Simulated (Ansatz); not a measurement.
This session for a ladder of methods at one geometry of C₂H₅NS, SMILES CC(=N)S with the Ansatz DFT code, driven from Python holds a mistake.

The cells in order, each with its output:

**Cell 1**
```python
import ansatz as az
from ase import Atoms
```

**Cell 2**
```python
BASIS = "cc-pVDZ"
```

**Cell 3**
```python
atoms = Atoms(["C", "C", "N", "S", "H", "H", "H", "H", "H"], positions=[
    [0.5766, 0.793, -0.3277],
    [-0.0543, -0.5142, -0.0612],
    [0.3301, -1.5777, -0.6628],
    [-1.2595, -0.6222, 1.1046],
    [0.9528, 1.2518, 0.5596],
    [-0.2511, 1.5226, -0.7177],
    [1.3471, 0.7643, -1.0859],
    [-0.1515, -2.3483, -0.2926],
    [-1.4017, 0.6843, 1.4664],
])
c2h5ns = az.Crystal.molecule_from_ase(atoms)
```

**Cell 4**
```python
job = c2h5ns.basis(gaussian=BASIS)
```
Output:
```text
Traceback (most recent call last):
  File "<cell 4>", line 1, in <module>
    job = c2h5ns.basis(gaussian=BASIS)
          ^^^^^^^^^^^^
AttributeError: 'Crystal' object has no attribute 'basis'
```

Find the fault and give the corrected session.

The fault: settings are called on the crystal, without .calculation(). The change:

```diff
--- before
+++ after
@@
 # %%
-job = c2h5ns.basis(gaussian=BASIS)
+job = c2h5ns.calculation().basis(gaussian=BASIS)
```

Notebook, run cell by cell (the value of a cell's last expression is shown):

(earlier cells as before)

In [4]:
```python
job = c2h5ns.calculation().basis(gaussian=BASIS)
```

In [5]:
```python
methods = ["mp2", "ccsd", "ccsd_t"]
batch = az.Session.batch([job.correlation(m).input() for m in methods])
reports = sorted(batch.plan().execute().molecular_reports, key=lambda each: each["member"])
print(f"Hartree-Fock reference {reports[0]['reference_energy_ev'] / 27.211386246:.6f} Ha")
best = reports[-1]["free_energy_ev"] - reports[-1]["reference_energy_ev"]
for method, each in zip(methods, reports):
    gained = each["free_energy_ev"] - each["reference_energy_ev"]
    print(f"{method:8s} total {each['free_energy_ev'] / 27.211386246:.6f} Ha  correlation {gained:9.4f} eV  ({100 * gained / best:.1f} % of the last)")
```
```text
Hartree-Fock reference -530.608694 Ha
mp2      total -531.185078 Ha  correlation  -15.6842 eV  (90.0 % of the last)
ccsd     total -531.227743 Ha  correlation  -16.8452 eV  (96.7 % of the last)
ccsd_t   total -531.248969 Ha  correlation  -17.4228 eV  (100.0 % of the last)
```

Total energies depend on the basis set; only differences at equal settings carry meaning. The geometry is a force-field or estimated start, not a minimum of this method, and the basis set is short of its limit. A lower total doesn't mark the better method: functionals have no common bound, and MP2 and coupled cluster aren't variational. Inner cores stay frozen, so this is valence correlation. For Al to Cl the sets with a tight d function, cc-pV(X+d)Z, are usual.

(Lines on the test bed's own set-up are left out of the output.)
